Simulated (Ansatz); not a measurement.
Ansatz (a quantum-chemistry and plane-wave program) input (B3LYP-D3(BJ)/def2-TZVP):

Ansatz 0.2 input:
```yaml
crystal:
  periodic: [false, false, false]
  atoms:
    - {symbol: C, position_ang: [0.00645702, 0.00137118, 1.45419528]}
    - {symbol: C, position_ang: [0.00055087, 0.00011698, 0.12406297]}
    - {symbol: H, position_ang: [0.00482541, 0.92504598, 2.01974462]}
    - {symbol: H, position_ang: [0.01311859, -0.92123548, 2.02144868]}
    - {symbol: C, position_ang: [-0.00871144, 1.26990929, -0.67778781]}
    - {symbol: H, position_ang: [-0.00983323, 2.15257845, -0.03893565]}
    - {symbol: H, position_ang: [0.86531059, 1.32034450, -1.33448046]}
    - {symbol: H, position_ang: [-0.88895351, 1.31247184, -1.32668362]}
    - {symbol: C, position_ang: [0.00270273, -1.27118527, -0.67544245]}
    - {symbol: H, position_ang: [0.00950511, -2.15264813, -0.03496206]}
    - {symbol: H, position_ang: [-0.87711609, -1.32285146, -1.32425130]}
    - {symbol: H, position_ang: [0.87714802, -1.31497880, -1.33204813]}
basis:
  gaussian:
    orbitals: def2-TZVP
hamiltonian:
  xc: b3lyp
  dispersion: d3bj
phonons: {temperatures: {t_min: 298.15, t_max: 298.15, t_step: 100}}
```

Output:

```
Functional definition: B3LYP
integrals: 0.07 GiB planned
1072 factors; their error is unknown
mean field: 0.76 GiB planned
mean field evaluation 1: about -4268.2779 eV, gradient 7.0e1 eV
mean field evaluation 2: about -4261.6733 eV, gradient 8.4e1 eV
mean field evaluation 4: about -4280.0006 eV, gradient 7.4e0 eV
mean field evaluation 8: about -4280.1293 eV, gradient 2.9e-2 eV
mean field evaluation 16: about -4280.1088 eV, gradient 1.1e-5 eV
mean field -4280.10876202 eV, -157.2910958423 hartree, gradient 1.1e-5 eV, S^2 0.000000; 0 other end points of the search recorded, 0 dependent functions left out
the calculation of the forces begins
reference -4280.10902998 eV, -157.2911056897 hartree; 16, 16 occupied and 156, 156 virtual orbitals, 1072 factors
these checks for a lower state are left out or cut short: stability, starts, cluster_reference, orbital_swaps, neighbouring_geometries, increment
integrals: 0.07 GiB planned
1072 factors; their error is unknown
mean field: 0.76 GiB planned
mean field -4280.10863633 eV, -157.2910912233 hartree, gradient 2.0e-6 eV, S^2 0.000000; 0 other end points of the search recorded, 0 dependent functions left out
the calculation of the forces begins
reference -4280.10890428 eV, -157.2911010702 hartree; 16, 16 occupied and 156, 156 virtual orbitals, 1072 factors
these checks for a lower state are left out or cut short: stability, starts, cluster_reference, orbital_swaps, neighbouring_geometries, increment
integrals: 0.07 GiB planned
1072 factors; their error is unknown
mean field: 0.76 GiB planned
mean field evaluation 32: about -4280.1086 eV, gradient 2.0e-6 eV
mean field -4280.10856660 eV, -157.2910886609 hartree, gradient 2.0e-6 eV, S^2 0.000000; 0 other end points of the search recorded, 0 dependent functions left out
the calculation of the forces begins
reference -4280.10883458 eV, -157.2910985087 hartree; 16, 16 occupied and 156, 156 virtual orbitals, 1072 factors
these checks for a lower state are left out or cut short: stability, starts, cluster_reference, orbital_swaps, neighbouring_geometries, increment
integrals: 0.07 GiB planned
1072 factors; their error is unknown
mean field: 0.76 GiB planned
mean field -4280.10860822 eV, -157.2910901904 hartree, gradient 2.0e-6 eV, S^2 0.000000; 0 other end points of the search recorded, 0 dependent functions left out
the calculation of the forces begins
reference -4280.10887619 eV, -157.2911000380 hartree; 16, 16 occupied and 156, 156 virtual orbitals, 1072 factors
these checks for a lower state are left out or cut short: stability, starts, cluster_reference, orbital_swaps, neighbouring_geometries, increment
integrals: 0.07 GiB planned
1072 factors; their error is unknown
mean field: 0.77 GiB planned
mean field -4280.10860480 eV, -157.2910900646 hartree, gradient 2.0e-6 eV, S^2 0.000000; 0 other end points of the search recorded, 0 dependent functions left out
the calculation of the forces begins
reference -4280.10887275 eV, -157.2910999117 hartree; 16, 16 occupied and 156, 156 virtual orbitals, 1072 factors
these checks for a lower state are left out or cut short: stability, starts, cluster_reference, orbital_swaps, neighbouring_geometries, increment
integrals: 0.07 GiB planned
1072 factors; their error is unknown
mean field: 0.76 GiB planned
mean field -4280.10867325 eV, -157.2910925800 hartree, gradient 2.0e-6 eV, S^2 0.000000; 0 other end points of the search recorded, 0 dependent functions left out
the calculation of the forces begins
reference -4280.10894115 eV, -157.2911024252 hartree; 16, 16 occupied and 156, 156 virtual orbitals, 1072 factors
these checks for a lower state are left out or cut short: stability, starts, cluster_reference, orbital_swaps, neighbouring_geometries, increment
integrals: 0.07 GiB planned
[...]
mean field: 0.76 GiB planned
mean field -4280.10855932 eV, -157.2910883931 hartree, gradient 2.0e-6 eV, S^2 0.000000; 0 other end points of the search recorded, 0 dependent functions left out
the calculation of the forces begins
reference -4280.10882734 eV, -157.2910982426 hartree; 16, 16 occupied and 156, 156 virtual orbitals, 1072 factors
these checks for a lower state are left out or cut short: stability, starts, cluster_reference, orbital_swaps, neighbouring_geometries, increment
integrals: 0.07 GiB planned
1072 factors; their error is unknown
mean field: 0.76 GiB planned
mean field -4280.10864816 eV, -157.2910916579 hartree, gradient 2.0e-6 eV, S^2 0.000000; 0 other end points of the search recorded, 0 dependent functions left out
the calculation of the forces begins
reference -4280.10891606 eV, -157.2911015031 hartree; 16, 16 occupied and 156, 156 virtual orbitals, 1072 factors
these checks for a lower state are left out or cut short: stability, starts, cluster_reference, orbital_swaps, neighbouring_geometries, increment
integrals: 0.07 GiB planned
1072 factors; their error is unknown
mean field: 0.76 GiB planned
mean field evaluation 96: about -4280.1086 eV, gradient 3.0e-4 eV
mean field -4280.10858721 eV, -157.2910894183 hartree, gradient 2.0e-6 eV, S^2 0.000000; 0 other end points of the search recorded, 0 dependent functions left out
the calculation of the forces begins
reference -4280.10885520 eV, -157.2910992664 hartree; 16, 16 occupied and 156, 156 virtual orbitals, 1072 factors
these checks for a lower state are left out or cut short: stability, starts, cluster_reference, orbital_swaps, neighbouring_geometries, increment
integrals: 0.07 GiB planned
1072 factors; their error is unknown
mean field: 0.76 GiB planned
mean field -4280.10861365 eV, -157.2910903898 hartree, gradient 2.0e-6 eV, S^2 0.000000; 0 other end points of the search recorded, 0 dependent functions left out
the calculation of the forces begins
reference -4280.10888159 eV, -157.2911002363 hartree; 16, 16 occupied and 156, 156 virtual orbitals, 1072 factors
these checks for a lower state are left out or cut short: stability, starts, cluster_reference, orbital_swaps, neighbouring_geometries, increment
integrals: 0.07 GiB planned
1072 factors; their error is unknown
mean field: 0.76 GiB planned
mean field -4280.10866341 eV, -157.2910922186 hartree, gradient 2.0e-6 eV, S^2 0.000000; 0 other end points of the search recorded, 0 dependent functions left out
the calculation of the forces begins
reference -4280.10893135 eV, -157.2911020650 hartree; 16, 16 occupied and 156, 156 virtual orbitals, 1072 factors
these checks for a lower state are left out or cut short: stability, starts, cluster_reference, orbital_swaps, neighbouring_geometries, increment
integrals: 0.07 GiB planned
1072 factors; their error is unknown
mean field: 0.76 GiB planned
mean field -4280.10871570 eV, -157.2910941401 hartree, gradient 2.0e-6 eV, S^2 0.000000; 0 other end points of the search recorded, 0 dependent functions left out
the calculation of the forces begins
reference -4280.10898369 eV, -157.2911039884 hartree; 16, 16 occupied and 156, 156 virtual orbitals, 1072 factors
these checks for a lower state are left out or cut short: stability, starts, cluster_reference, orbital_swaps, neighbouring_geometries, increment
integrals: 0.07 GiB planned
1072 factors; their error is unknown
mean field: 0.76 GiB planned
mean field evaluation 128: about -4280.1087 eV, gradient 8.9e-7 eV
mean field -4280.10872838 eV, -157.2910946060 hartree, gradient 2.0e-6 eV, S^2 0.000000; 0 other end points of the search recorded, 0 dependent functions left out
the calculation of the forces begins
reference -4280.10899635 eV, -157.2911044539 hartree; 16, 16 occupied and 156, 156 virtual orbitals, 1072 factors
these checks for a lower state are left out or cut short: stability, starts, cluster_reference, orbital_swaps, neighbouring_geometries, increment
integrals: 0.07 GiB planned
1072 factors; their error is unknown
mean field: 0.76 GiB planned
mean field -4280.10873535 eV, -157.2910948621 hartree, gradient 2.0e-6 eV, S^2 0.000000; 0 other end points of the search recorded, 0 dependent functions left out
the calculation of the forces begins
reference -4280.10900329 eV, -157.2911047089 hartree; 16, 16 occupied and 156, 156 virtual orbitals, 1072 factors
these checks for a lower state are left out or cut short: stability, starts, cluster_reference, orbital_swaps, neighbouring_geometries, increment
integrals: 0.07 GiB planned
1072 factors; their error is unknown
mean field: 0.76 GiB planned
mean field -4280.10870452 eV, -157.2910937291 hartree, gradient 2.0e-6 eV, S^2 0.000000; 0 other end points of the search recorded, 0 dependent functions left out
the calculation of the forces begins
reference -4280.10897251 eV, -157.2911035777 hartree; 16, 16 occupied and 156, 156 virtual orbitals, 1072 factors
these checks for a lower state are left out or cut short: stability, starts, cluster_reference, orbital_swaps, neighbouring_geometries, increment
integrals: 0.07 GiB planned
1072 factors; their error is unknown
mean field: 0.76 GiB planned
mean field -4280.10868139 eV, -157.2910928791 hartree, gradient 2.0e-6 eV, S^2 0.000000; 0 other end points of the search recorded, 0 dependent functions left out
the calculation of the forces begins
reference -4280.10894931 eV, -157.2911027251 hartree; 16, 16 occupied and 156, 156 virtual orbitals, 1072 factors
these checks for a lower state are left out or cut short: stability, starts, cluster_reference, orbital_swaps, neighbouring_geometries, increment
integrals: 0.07 GiB planned
1072 factors; their error is unknown
mean field: 0.76 GiB planned
mean field -4280.10877451 eV, -157.2910963014 hartree, gradient 2.0e-6 eV, S^2 0.000000; 0 other end points of the search recorded, 0 dependent functions left out
the calculation of the forces begins
reference -4280.10904250 eV, -157.2911061499 hartree; 16, 16 occupied and 156, 156 virtual orbitals, 1072 factors
these checks for a lower state are left out or cut short: stability, starts, cluster_reference, orbital_swaps, neighbouring_geometries, increment
integrals: 0.07 GiB planned
1072 factors; their error is unknown
mean field: 0.77 GiB planned
mean field evaluation 160: about -4280.1083 eV, gradient 5.2e-1 eV
mean field -4280.10871929 eV, -157.2910942721 hartree, gradient 2.0e-6 eV, S^2 0.000000; 0 other end points of the search recorded, 0 dependent functions left out
the calculation of the forces begins
reference -4280.10898722 eV, -157.2911041183 hartree; 16, 16 occupied and 156, 156 virtual orbitals, 1072 factors
these checks for a lower state are left out or cut short: stability, starts, cluster_reference, orbital_swaps, neighbouring_geometries, increment
integrals: 0.07 GiB planned
1072 factors; their error is unknown
mean field: 0.77 GiB planned
mean field -4280.10869738 eV, -157.2910934668 hartree, gradient 2.0e-6 eV, S^2 0.000000; 0 other end points of the search recorded, 0 dependent functions left out
the calculation of the forces begins
reference -4280.10896531 eV, -157.2911033132 hartree; 16, 16 occupied and 156, 156 virtual orbitals, 1072 factors
these checks for a lower state are left out or cut short: stability, starts, cluster_reference, orbital_swaps, neighbouring_geometries, increment
integrals: 0.07 GiB planned
1072 factors; their error is unknown
mean field: 0.76 GiB planned
mean field -4280.10873760 eV, -157.2910949450 hartree, gradient 2.0e-6 eV, S^2 0.000000; 0 other end points of the search recorded, 0 dependent functions left out
the calculation of the forces begins
reference -4280.10900559 eV, -157.2911047933 hartree; 16, 16 occupied and 156, 156 virtual orbitals, 1072 factors
Total energy: -4280.46885230 eV, -157.3043289161 hartree
Atom 0 at     0.006457     0.001371     1.454195 Å, force    -0.000006    -0.000001    -0.001439 eV/Å
Atom 1 at     0.000551     0.000117     0.124063 Å, force    -0.000001    -0.000000    -0.000242 eV/Å
Atom 2 at     0.004825     0.925046     2.019745 Å, force     0.000005    -0.000484     0.000682 eV/Å
Atom 3 at     0.013119    -0.921235     2.021449 Å, force     0.000001     0.000485     0.000681 eV/Å
Atom 4 at    -0.008711     1.269909    -0.677788 Å, force    -0.000004     0.000472    -0.000528 eV/Å
Atom 5 at    -0.009833     2.152578    -0.038936 Å, force     0.000007    -0.001128     0.000466 eV/Å
Atom 6 at     0.865311     1.320345    -1.334480 Å, force    -0.000173     0.000154     0.000111 eV/Å
Atom 7 at    -0.888954     1.312472    -1.326684 Å, force     0.000173     0.000155     0.000110 eV/Å
Atom 8 at     0.002703    -1.271185    -0.675442 Å, force    -0.000000    -0.000473    -0.000528 eV/Å
Atom 9 at     0.009505    -2.152648    -0.034962 Å, force    -0.000003     0.001129     0.000464 eV/Å
Atom 10 at    -0.877116    -1.322851    -1.324251 Å, force     0.000174    -0.000154     0.000110 eV/Å
Atom 11 at     0.877148    -1.314979    -1.332048 Å, force    -0.000172    -0.000155     0.000112 eV/Å
Dipole moment:    -0.000517    -0.000110    -0.116421 e Å
Vibrations: 172.05 212.26 383.47 440.52 441.89 707.10 819.20 923.02 963.91 990.08 1022.92 1087.31 1108.71 1300.99 1410.67 1415.58 1445.80 1471.15 1483.46 1489.11 1502.87 1718.87 3013.18 3018.76 3054.35 3057.17 3107.73 3109.47 3136.00 3214.17 cm⁻¹, zero-point energy 2.927374 eV
```
